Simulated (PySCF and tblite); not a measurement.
Values are calculated unless marked as measured or tabulated.
C₃H₅FO, numbered as in [O:1]=[CH:2][CH2:3][CH2:4][F:5].

The ensemble was built from 90 distance-geometry starts (ETKDG and KDG, MMFF94s, GFN2-xTB) and rests on PBE0-D3(BJ)/def2-SVP geometries. Free energies are PBE0-D3(BJ)/def2-TZVP single points with GFN2-xTB rigid-rotor and vibrational terms (modes under about 100 cm⁻¹ blended into free rotors). Symmetry numbers and mirror images are counted. Conformers within 4 kcal/mol (GFN2-xTB free energy) were kept, 7 at most. Codes: tblite and PySCF.

Rotational constants are equilibrium values for the commonest isotopes; dipoles come from the energy level named.

Torsions listed: O1–C2–C3–C4, C2–C3–C4–F5. Of a mirror pair one member is shown.

```tsv
conformer	shape	symmetry	weight %
1	0°, 180°	Cs	38.6
2	14°, 71°	C1 (pair)	29.7
3	-142°, 60°	C1 (pair)	18.4
4	141°, 61°	C1 (pair)	8.8
5	125°, 170°	C1 (pair)	4.5
```

Sets of constants, in random order:

| set | A (MHz) | B (MHz) | C (MHz) | abs μa (D) | abs μb (D) | abs μc (D) |
| --- | --- | --- | --- | --- | --- | --- |
| P | 11942 | 2914 | 2572 | 1.85 | 2.82 | 1.04 |
| Q | 16545 | 2603 | 2314 | 0.25 | 1.93 | 0.00 |
| R | 14628 | 2653 | 2405 | 1.94 | 1.50 | 0.03 |
| S | 9415 | 3618 | 3018 | 0.13 | 3.50 | 0.12 |
| T | 24484 | 2129 | 2084 | 0.92 | 0.92 | 1.04 |

Problem. Match each set to its conformer.

Solution. P is conformer 3, Q is conformer 1, R is conformer 4, S is conformer 2, T is conformer 5.
